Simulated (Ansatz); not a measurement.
A nudged elastic band was laid between two geometries of CH5Al + H3P (11 atoms, charge 0, multiplicity 1).

Level of theory: RKS PBE-D4/def2-SVP (Ansatz).

```yaml
movable_images: 1
climbing_image: no
spring: 5.0 eV/Å²
optimiser: quadratic models (default)
start_path: through a guess of the saddle point
force_threshold: 0.05 eV/Å
iteration_limit: 60
end_points: relaxed
```

Initial state:

```xyz
11
Properties=species:S:1:pos:R:3
Al -0.033 0.125 0.213
H -0.155 0.625 1.739
H 1.424 0.096 -0.462
C -1.662 -0.086 -0.876
H -2.511 -0.506 -0.298
H -1.994 0.914 -1.238
H -1.506 -0.714 -1.777
P 0.230 -3.009 1.017
H -0.634 -2.769 -0.109
H 1.399 -2.531 0.327
H -0.046 -1.722 1.634
```

Final state:

```xyz
11
Properties=species:S:1:pos:R:3
Al 0.077 -0.676 -0.117
H -0.292 0.542 1.793
H 1.380 0.255 -0.224
C -1.659 -0.118 -0.862
H -2.514 -0.642 -0.384
H -1.829 0.976 -0.777
H -1.696 -0.366 -1.946
P 0.321 -2.849 0.785
H -0.483 -3.438 -0.257
H 1.564 -3.079 0.093
H -0.357 -0.182 2.066
```

(1) What changes between the two ends?

(2) What energy profile does the band end with?

(3) What is the geometry of the highest image?

The band took 11 iterations and about 40 core-seconds.

## Answers

(1) Bonds broken: Al1–H2, P8–H11. Bonds formed: Al1–P8, H2–H11. CH5Al + H3P becomes CH6AlP + H2.

(2) The forces met the threshold. The highest image is number 1 of 0 to 2, 19.6 kJ/mol above the first end and 46.0 kJ/mol above the last; the last end lies 26.4 kJ/mol below the first. No image climbed, so the highest image needn't sit at the top of the path. A band with more images between the same ends climbed to 0.58 eV, so this one has probably stepped over the top. So few images can step over the top or miss a turn of the path. The orbitals stay closed-shell, which can raise the energy where a bond breaks towards radicals; this wasn't checked here.

```tsv
image	path coordinate (Å)	energy (kJ/mol)	Al1–H2 (Å)	P8–H11 (Å)	Al1–P8 (Å)
0	0.00	0.0	1.61	1.45	3.25
1	1.42	19.6	1.98	2.22	2.45
2	2.84	-26.4	2.30	3.04	2.37
```

(3) 
```xyz
11
Properties=species:S:1:pos:R:3
Al 0.022 -0.403 0.045
H -0.112 0.099 1.954
H 1.424 0.277 -0.298
C -1.690 -0.103 -0.868
H -2.564 -0.408 -0.258
H -1.900 0.884 -1.329
H -1.613 -0.844 -1.699
P 0.152 -2.708 0.863
H -0.585 -2.934 -0.350
H 1.444 -2.690 0.236
H -0.067 -0.749 1.874
```

The run took 18 s on 2 threads of Arm Neoverse V1, with other jobs on the host, peak memory 0.13 GiB.
